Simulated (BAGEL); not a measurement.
# [SiH3]+ (SMILES [SiH3+]) at FCI/3-21G (density fitting with qzvpp-jkfit)

What is the vertical ionisation energy of [SiH3]+ at FCI/3-21G (density fitting with qzvpp-jkfit)? 

The calculation is run with BAGEL 1.2.2.

2 further runs of the same task are left out: 2 that didn't finish.

## (1) Starting point

[SiH3]+: 4 atoms, total charge +1, spin state singlet. SMILES: `[SiH3+]`. The coordinates come from a PBE0-D4/def2-TZVP relaxation.

Bond lengths: Si1–H2 1.472 Å, Si1–H3 1.472 Å, Si1–H4 1.472 Å. Angles: H2–Si1–H3 120.0°, H2–Si1–H4 120.0°, H3–Si1–H4 120.0°.

## (2) The energy at FCI/3-21G (density fitting with qzvpp-jkfit)

Contents of input.json:

```json
{ "bagel": [

{
  "title": "molecule",
  "basis": "3-21g",
  "df_basis": "qzvpp-jkfit",
  "angstrom": true,
  "geometry": [
    { "atom": "Si", "xyz": [       0.000000,       0.000000,       0.000000 ] },
    { "atom": "H", "xyz": [       0.686900,       0.675400,       1.113000 ] },
    { "atom": "H", "xyz": [      -0.118400,      -1.467200,      -0.009900 ] },
    { "atom": "H", "xyz": [      -0.568500,       0.791700,      -1.103100 ] }
  ]
},

{ "title": "hf", "charge": 1 },

{ "title": "fci", "nstate": 1, "charge": 1, "ncore": 5 }

]}
```

Run with:

```sh
BAGEL_NUM_THREADS=1 BAGEL input.json > input.out
```

Log:

```text
* using 1 threads per process

  ===============================================================
  ===============================================================

  *** Geometry ***

  { "atom" : "Si", "xyz" : [      0.000000,      0.000000,      0.000000 ] },
  { "atom" : "H", "xyz" : [      1.298053,      1.276321,      2.103265 ] },
  { "atom" : "H", "xyz" : [     -0.223744,     -2.772606,     -0.018708 ] },
  { "atom" : "H", "xyz" : [     -1.074309,      1.496096,     -2.084557 ] },

  Number of auxiliary basis functions:      182

  Since a DF basis is specified, we compute 2- and 3-index integrals:
    o Being stored without compression. Storage requirement is 0.001 GB

  Number of basis functions:       19
  Number of electrons      :       17

    * METHOD: MOLECULE                             0.03

  *** RHF ***

  === Nuclear Repulsion ===
    15.7214500870

      * DIIS with orbital gradients will be used.

  === RHF iteration (3-21g) ===
      0       -288.76272599          0.01890353           0.00
      1       -288.79742531          0.00380251           0.00
      2       -288.79820252          0.00059797           0.00
      3       -288.79823034          0.00007264           0.00
      4       -288.79823080          0.00000591           0.00
      5       -288.79823080          0.00000047           0.00
      6       -288.79823080          0.00000008           0.00
      7       -288.79823080          0.00000000           0.00
    * SCF iteration converged.

    * Permanent dipole moment:
           (    0.000002,    -0.000052,     0.000005) a.u.

    * METHOD: HF                                   0.03

  ---------------------------
        FCI calculation
  ---------------------------

  Performs exactly the same way as Knowles & Handy 1984 CPL

  o alpha-beta strings
      length:           728
  o size of the space
      determinant space:  132496
      spin-adapted space: 41405

  o single displacement lists (alpha)
      length:         13104
  o single displacement lists (beta)
      length:         13104
 Constructing space of all determinants that can formed by removing 1 electron from 3 alpha and 3 beta electrons.

 Space is made up of 4 determinants.
  o forming links

     guess   0:   closed 111...........       open ..............

  === FCI iteration ===

      0  0      -288.79823080     9.13e-04      0.11
      1  0      -288.86169595     2.67e-04      0.10
      2  0      -288.86595986     7.99e-05      0.10
      3  0      -288.86631147     2.27e-05      0.10
      4  0      -288.86633842     6.19e-06      0.10
      5  0      -288.86634046     1.90e-06      0.10
      6  0      -288.86634064     5.73e-07      0.10
      7  0      -288.86634066     1.69e-07      0.10
      8  0      -288.86634066     4.64e-08      0.10
      9  0      -288.86634066     1.20e-08      0.10
     10  0      -288.86634066     3.03e-09      0.10
     11  0      -288.86634066     7.65e-10      0.10
     12  0      -288.86634066     2.13e-10      0.10
     13  0 *    -288.86634066     6.98e-11      0.09

     * ci vector, state   0, <S^2> = 0.0000
       222...........    -0.9750795944
       2.2.2.........     0.0547679429
       22..2.........     0.0547309429
       .222..........     0.0523810149

    * METHOD: FCI                                  1.46

  ===============================================================
```

Run time: 1.7 s. Hardware: 1 thread of Intel Xeon Platinum 8488C (Sapphire Rapids), shared host; peak memory 0.11 GiB.

## (3) Doublet [SiH3]2+, same level

Contents of calc.json:

```json
{ "bagel": [

{
  "title": "molecule",
  "basis": "3-21g",
  "df_basis": "qzvpp-jkfit",
  "angstrom": true,
  "geometry": [
    { "atom": "Si", "xyz": [       0.000000,       0.000000,       0.000000 ] },
    { "atom": "H", "xyz": [       0.686900,       0.675400,       1.113000 ] },
    { "atom": "H", "xyz": [      -0.118400,      -1.467200,      -0.009900 ] },
    { "atom": "H", "xyz": [      -0.568500,       0.791700,      -1.103100 ] }
  ]
},

{ "title": "hf", "charge": 3 },

{ "title": "fci", "nstate": 1, "charge": 2, "ncore": 5, "nspin": 1 }

]}
```

Run with:

```sh
BAGEL_NUM_THREADS=1 BAGEL calc.json > calc.out
```

Log:

```text
* using 1 threads per process

  ===============================================================
  ===============================================================

  *** Geometry ***

  { "atom" : "Si", "xyz" : [      0.000000,      0.000000,      0.000000 ] },
  { "atom" : "H", "xyz" : [      1.298053,      1.276321,      2.103265 ] },
  { "atom" : "H", "xyz" : [     -0.223744,     -2.772606,     -0.018708 ] },
  { "atom" : "H", "xyz" : [     -1.074309,      1.496096,     -2.084557 ] },

  Number of auxiliary basis functions:      182

  Since a DF basis is specified, we compute 2- and 3-index integrals:
    o Being stored without compression. Storage requirement is 0.001 GB

  Number of basis functions:       19
  Number of electrons      :       17

    * METHOD: MOLECULE                             0.02

  *** RHF ***

  === Nuclear Repulsion ===
    15.7214500870

      * DIIS with orbital gradients will be used.

  === RHF iteration (3-21g) ===
      0       -286.76835636          0.04129665           0.00
      1       -286.89562843          0.00656623           0.00
      2       -286.89790362          0.00109517           0.00
      3       -286.89799483          0.00015760           0.00
      4       -286.89799783          0.00010730           0.00
      5       -286.89800015          0.00008777           0.00
      6       -286.89800486          0.00001690           0.00
      7       -286.89800495          0.00000259           0.00
      8       -286.89800495          0.00000065           0.00
      9       -286.89800495          0.00000003           0.00
     10       -286.89800495          0.00000000           0.00
    * SCF iteration converged.

    * Permanent dipole moment:
           (    0.053503,     0.662772,     0.004506) a.u.

    * METHOD: HF                                   0.03

  ---------------------------
        FCI calculation
  ---------------------------

  Performs exactly the same way as Knowles & Handy 1984 CPL

  o alpha-beta strings
      length:           455
  o size of the space
      determinant space:  33124
      spin-adapted space: 19110

  o single displacement lists (alpha)
      length:         13104
  o single displacement lists (beta)
      length:          2366
 Constructing space of all determinants that can formed by removing 1 electron from 3 alpha and 2 beta electrons.

 Space is made up of 4 determinants.
  o forming links

     guess   0:   closed 11............       open ..1...........

  === FCI iteration ===

      0  0      -288.02778288     1.80e-03      0.02
      1  0      -288.10407156     6.90e-04      0.02
      2  0      -288.11289595     2.29e-04      0.02
      3  0      -288.11386337     7.83e-05      0.02
      4  0      -288.11398597     2.92e-05      0.02
      5  0      -288.11400150     1.04e-05      0.02
      6  0      -288.11400311     2.90e-06      0.02
      7  0      -288.11400324     8.86e-07      0.02
      8  0      -288.11400325     3.90e-07      0.02
      9  0      -288.11400325     1.50e-07      0.02
     10  0      -288.11400325     4.55e-08      0.02
     11  0      -288.11400325     1.38e-08      0.02
     12  0      -288.11400325     4.22e-09      0.02
     13  0      -288.11400325     1.52e-09      0.02
     14  0      -288.11400325     6.17e-10      0.02
     15  0      -288.11400325     9.06e-10      0.02
     16  0      -288.11400325     3.16e-09      0.02
     17  0      -288.11400325     1.03e-08      0.02
     18  0      -288.11400325     9.34e-09      0.02
     19  0      -288.11400325     2.80e-09      0.02
    ** throwing out 1 trial vectors **
     20  0      -288.11400325     6.88e-10      0.02
    ** throwing out 1 trial vectors **
     21  0      -288.11400325     1.81e-10      0.02
    ** throwing out 1 trial vectors **
     22  0 *    -288.11400325     4.87e-11      0.02

     * ci vector, state   0, <S^2> = 0.7500
       22a...........    -0.9528612459
       a22...........    -0.1332160995
       a2b.a.........     0.0741046566
       2.2..a........     0.0702014418
       2.2.a.........    -0.0699331617
       b2a.a.........     0.0687952243
       2ba...a.......    -0.0621143960
       .2a2..........    -0.0581157495
       2ba......a....     0.0544098967
       2aa......b....    -0.0534221322

    * METHOD: FCI                                  0.50

  ===============================================================
```

It took 0.74 s on 1 thread of Intel Xeon Platinum 8488C (Sapphire Rapids), shared host.

## (4) What came out

Level: FCI/3-21G (density fitting with qzvpp-jkfit), 5 core orbitals frozen.

| quantity | value |
| --- | --- |
| singlet [SiH3]+: total energy | -288.86634 Eh |
| doublet [SiH3]2+: total energy | -288.11400 Eh |
| vertical ionisation energy (to the doublet dication) | 20.472 eV |

What this shows: Removing an electron at fixed nuclei costs 20.47 eV (472 kcal/mol).
